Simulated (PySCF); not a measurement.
## Telling isomers of C₃H₅NO apart by NMR

- shieldings: GIAO PBE0/pcSseg-1
- B3LYP/pcJ-1 coupling constants (spin–dipole term left out of most H,H and C,H couplings)
- geometry from GFN2-xTB
- program: PySCF 2.14
- averaged over atoms made equivalent by symmetry, fast rotation or ring inversion, no solvent model, single conformer, non-relativistic

δ = σ(ref) − σ, references computed at the same level: TMS for ¹H and ¹³C. Multiplet labels drop J under 1 Hz and among equivalent protons, and merge close values. Unscaled 3J(H,H) run several per cent high. Where no couplings were computed, multiplicities follow the n + 1 count of equivalent neighbours, and m marks all less simple cases (inequivalent or close neighbours, rings, F or P nearby). Vicinal couplings that depend on rotamer populations or ring flexing (ring, CH–CH, X–H and H–F types) are those of the one conformer. Acid and N–H amide carbonyl carbons lie up to 10 ppm further downfield in solution (hydrogen bonding). Shifts are as computed. Against solution values, carbons near 30 ppm lie about +3 ppm off and those near 130 ppm about +5 ppm. Of 1211 compounds with measured shifts, 218 miss one by over three times the rms of a fit or turn the order of signals round; such compounds aren't used in these exercises. OH and NH positions are gas-phase values without hydrogen bonding to other molecules.

(1) Tabulate the signals of `COC1=NC1`, `C=CNC=O`, `C/N=C/C=O` and their relative energies.

(2) What is the quickest way to tell C=CNC=O from C/N=C/C=O?

(3) What is the quickest way to tell COC1=NC1 from C/N=C/C=O?

(4) What is the quickest way to tell COC1=NC1 from C=CNC=O?

## Answers

(1) 
```tsv
SMILES	carbon types	δC	δH	E rel. (kcal/mol)
COC1=NC1	1×C 1×CH2 1×CH3	180.6, 58.0, 30.5	4.21 (s, 3H), 1.98 (s, 2H)	48.8
C=CNC=O	2×CH 1×CH2	158.0, 135.2, 96.8	8.09 (q, 1H), 7.45 (m, 1H), 6.13 (br, 1H), 4.63 (ddd, 1H), 4.60 (dd, 1H)	0.0
C/N=C/C=O	2×CH 1×CH3	200.5, 167.0, 52.6	9.66 (d, 1H), 7.70 (dq, 1H), 4.11 (d, 3H)	18.4
```

Energies are electronic energies at PBE0/pcSseg-1 on these geometries, without zero-point or thermal terms, each for the one conformer computed, which needn't be the lowest.

(2) Both give the same number of carbon signals, but DEPT or the intensities differ. The first has a β carbon of an enol-ether or enamine type C=C (CH2) at 96.8 ppm, the second a methyl carbon bonded to N (CH3) at 52.6 ppm. Their most deshielded carbons lie at 158.0 and 200.5 ppm. In the proton spectra the most deshielded non-exchanging signals are 8.09 (q, J = 1.3 Hz, 1H) and 9.66 (d, J = 8.1 Hz, 1H).

(3) Both give the same number of carbon signals, but DEPT or the intensities differ. The first has a C=N carbon (C) at 180.6 ppm, the second an aldehyde carbonyl carbon (CH) at 200.5 ppm. In the proton spectra the most deshielded non-exchanging signals are 4.21 (s, 3H) and 9.66 (d, J = 8.1 Hz, 1H).

(4) Both give the same number of carbon signals, but DEPT or the intensities differ. The first has a C=N carbon (C) at 180.6 ppm, the second an amide carbonyl carbon (CH) at 158.0 ppm. In the proton spectra the most deshielded non-exchanging signals are 4.21 (s, 3H) and 8.09 (q, J = 1.3 Hz, 1H).
